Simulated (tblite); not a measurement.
Vinyl ether, C4H6O.
SMILES with atom numbers: `[CH2:1]=[CH:2][O:3][CH:4]=[CH2:5]` (hydrogens: H6, H7 on C1; H8 on C2; H9 on C4; H10, H11 on C5)

Computed with GFN2-xTB (tblite), gas phase: Langevin dynamics at 300 K from the optimised GFN2-xTB geometry, time step 0.5 fs, friction 0.01 fs⁻¹, 2000 steps. Over the second half of the run the saved frames average 325 K.

The optimised geometry, where the run starts:
```
atom  x, y, z in Å
C1     -2.351   -0.219    0.058
C2     -1.069   -0.465    0.277
O3     -0.089    0.324   -0.228
C4      1.200    0.006    0.042
C5      2.210    0.726   -0.419
H6     -3.109   -0.857    0.469
H7     -2.664    0.622   -0.534
H8     -0.737   -1.312    0.872
H9      1.352   -0.876    0.660
H10     3.224    0.462   -0.191
H11     2.039    1.593   -1.032
```

t = 200 fs, T = 262 K, E(pot) 0.286 eV above the start
```
atom  x, y, z in Å  |  force x, y, z in eV/Å
C1     -2.408   -1.267    0.105    0.542   1.195  -0.725
C2     -1.181   -0.949    0.482    0.699   0.409  -0.837
O3     -0.342   -0.249   -0.357    0.447   0.631   0.269
C4      0.949   -0.029    0.089   -1.293  -1.269   0.121
C5      1.830    0.804   -0.373    0.893   1.076  -0.833
H6     -3.037   -1.820    0.720   -0.766  -0.663   0.779
H7     -2.836   -0.821   -0.794    0.317  -0.450   0.245
H8     -0.678   -1.199    1.401   -0.286  -0.469   0.325
H9      1.253   -0.719    0.827    0.197  -0.764   1.065
H10     2.870    0.911   -0.099   -0.378  -0.439   0.430
H11     1.565    1.462   -1.149   -0.372   0.743  -0.839
```

t = 225 fs, T = 222 K, E(pot) 0.406 eV above the start
```
atom  x, y, z in Å  |  force x, y, z in eV/Å
C1     -2.361   -1.328   -0.055    0.094  -0.443   1.362
C2     -1.161   -0.927    0.395   -1.232  -0.429   1.688
O3     -0.288   -0.280   -0.361    0.895   0.275  -1.019
C4      0.977   -0.136    0.120   -0.391   0.321   0.341
C5      1.786    0.793   -0.342   -0.424   1.450  -2.399
H6     -3.103   -1.853    0.618    1.139   0.862  -0.991
H7     -2.617   -1.173   -1.088   -0.049  -0.113   0.083
H8     -0.808   -0.944    1.477   -0.838  -0.548  -1.069
H9      1.237   -0.732    1.002   -0.108   0.059  -0.247
H10     2.757    0.930    0.059    0.445   0.047   0.103
H11     1.515    1.454   -1.287    0.468  -1.480   2.148
```

t = 275 fs, T = 356 K, E(pot) 0.338 eV above the start
```
atom  x, y, z in Å  |  force x, y, z in eV/Å
C1     -2.270   -1.470   -0.344    1.095   0.710  -1.514
C2     -1.219   -1.114    0.370    0.610   0.897  -1.481
O3     -0.286   -0.333   -0.242    1.274   0.537  -0.511
C4      0.980   -0.037    0.232   -0.461  -0.267   0.323
C5      1.858    0.722   -0.422   -2.071  -0.822   0.102
H6     -3.045   -2.023    0.032   -1.438  -1.042   0.847
H7     -2.308   -1.243   -1.424    0.063   0.009   0.882
H8     -1.022   -1.290    1.374    0.001  -0.538   1.681
H9      1.289   -0.439    1.197   -0.449  -0.169  -0.003
H10     2.750    1.011   -0.002    1.573   0.242   0.733
H11     1.583    1.141   -1.341   -0.197   0.443  -1.058
```

t = 375 fs, T = 342 K, E(pot) 0.542 eV above the start
```
atom  x, y, z in Å  |  force x, y, z in eV/Å
C1     -1.997   -1.886   -0.242   -1.833  -2.892  -0.806
C2     -0.926   -1.409    0.317    0.375   1.319  -0.068
O3     -0.185   -0.476   -0.349   -0.768  -0.166  -0.184
C4      0.706    0.163    0.416    0.179   0.517   1.372
C5      1.888    0.441   -0.055    2.590  -0.323  -1.405
H6     -2.534   -2.828    0.128    0.719   1.843  -0.239
H7     -2.196   -1.656   -1.282   -0.048   0.043   0.208
H8     -0.656   -1.494    1.335    0.211  -0.592   0.905
H9      0.446    0.452    1.454   -0.158  -0.397  -0.535
H10     2.766    0.761    0.534   -1.072   0.195  -0.491
H11     2.118    0.124   -1.112   -0.195   0.452   1.243
```

t = 775 fs, T = 324 K, E(pot) 0.430 eV above the start
```
atom  x, y, z in Å  |  force x, y, z in eV/Å
C1     -2.096   -1.567    0.481    1.872   0.165  -0.962
C2     -0.910   -0.931    0.535   -0.755  -0.506  -1.144
O3      0.022   -1.034   -0.511    0.055   0.610   1.168
C4      1.282   -0.555   -0.208   -0.548  -0.780   2.423
C5      2.128    0.097   -0.967   -1.846  -0.302  -1.812
H6     -2.832   -1.497    1.218   -0.580   0.361   0.953
H7     -2.355   -2.243   -0.326    0.333   0.184   0.045
H8     -0.671   -0.195    1.300    0.055  -0.338  -0.031
H9      1.623   -0.731    0.887   -0.771   0.036  -1.536
H10     3.048    0.277   -0.542    1.630   0.652   0.196
H11     1.849    0.336   -2.006    0.554  -0.082   0.700
```

t = 825 fs, T = 307 K, E(pot) 0.492 eV above the start
```
atom  x, y, z in Å  |  force x, y, z in eV/Å
C1     -2.144   -1.549    0.244   -2.263  -1.941  -0.793
C2     -1.048   -0.860    0.374    1.322   0.111  -0.918
O3     -0.114   -0.827   -0.657    1.019   0.824   1.634
C4      1.165   -0.363   -0.284   -1.289  -0.805  -1.983
C5      2.145   -0.193   -1.152    0.328   0.025   0.010
H6     -2.894   -1.602    1.041    0.502   0.182  -0.401
H7     -2.415   -2.195   -0.653    0.633   1.166   1.170
H8     -0.849   -0.336    1.297    0.346   0.249  -0.098
H9      1.395   -0.217    0.701   -0.236   0.322   2.499
H10     3.141    0.140   -0.735   -1.365  -0.517  -1.191
H11     1.847   -0.435   -2.169    1.004   0.384   0.070
```

t = 875 fs, T = 308 K, E(pot) 0.404 eV above the start
```
atom  x, y, z in Å  |  force x, y, z in eV/Å
C1     -2.221   -1.483   -0.176   -1.182  -0.355   1.009
C2     -1.057   -1.017    0.181   -0.370   0.604   2.872
O3     -0.108   -0.762   -0.666    1.607   0.671  -1.303
C4      1.121   -0.234   -0.388   -0.098  -0.569   0.872
C5      2.080   -0.478   -1.265    0.483   1.271   0.955
H6     -2.995   -1.733    0.524    0.107   0.138   0.184
H7     -2.458   -1.635   -1.163   -0.350  -0.448  -1.980
H8     -0.925   -0.778    1.259    0.438  -0.145  -0.523
H9      1.387    0.233    0.596   -0.878  -0.364  -0.815
H10     3.014    0.015   -1.073    0.284  -0.276  -0.299
H11     1.874   -0.950   -2.172   -0.041  -0.526  -0.973
```

t = 925 fs, T = 400 K, E(pot) 0.178 eV above the start
```
atom  x, y, z in Å  |  force x, y, z in eV/Å
C1     -2.380   -1.345   -0.264    0.657   0.143  -0.068
C2     -1.175   -0.893    0.127   -1.277  -1.096  -0.206
O3     -0.195   -0.859   -0.774    1.870   0.519  -0.597
C4      1.104   -0.529   -0.407   -0.946  -0.440  -1.101
C5      2.123   -0.575   -1.252   -1.321  -0.402  -1.406
H6     -3.184   -1.496    0.416   -0.184   0.161   0.376
H7     -2.604   -1.627   -1.294    0.372   0.297   0.415
H8     -0.896   -0.715    1.155   -0.173   0.241   0.148
H9      1.259   -0.230    0.590   -0.071   0.209   1.194
H10     3.094   -0.331   -0.937    0.756   0.193   0.160
H11     1.943   -0.836   -2.319    0.316   0.175   1.085
```

t = 975 fs
```
atom  x, y, z in Å
C1     -2.607   -1.065   -0.211
C2     -1.371   -0.839    0.142
O3     -0.273   -0.876   -0.741
C4      0.975   -0.606   -0.297
C5      2.000   -0.549   -1.138
H6     -3.410   -1.252    0.466
H7     -2.803   -1.215   -1.267
H8     -1.089   -0.584    1.145
H9      1.076   -0.625    0.810
H10     2.970   -0.602   -0.780
H11     1.902   -0.624   -2.196
```

Q: Estimate the potential energy and the forces of this last frame.

A: 0.267 eV above the start.

```
atom  Fx (eV/Å)  Fy (eV/Å)  Fz (eV/Å)
  C1     -0.485     -0.514     -1.292
  C2      2.226      0.227     -0.271
  O3     -1.643      0.511      0.363
  C4     -0.161     -0.720      0.515
  C5     -1.125     -0.279      0.148
  H6     -0.048      0.398      0.221
  H7     -0.136     -0.145      0.205
  H8      0.152     -0.121      0.528
  H9      0.125      0.242     -0.722
 H10      1.438      0.350      0.635
 H11     -0.343      0.051     -0.329
```

The bond farthest from its length at the start is C2–O3 (1.409 against 1.355 Å), and half the difference of its two atoms' forces along it is -1.71 eV/Å (positive lengthens). The largest atomic force is 2.25 eV/Å.

What follows is the cost of the whole dynamics run. The run took 20 s of wall time on one thread, AMD EPYC (x86_64), no GPU (shared host), and the process peaked at 0.18 GiB of memory.
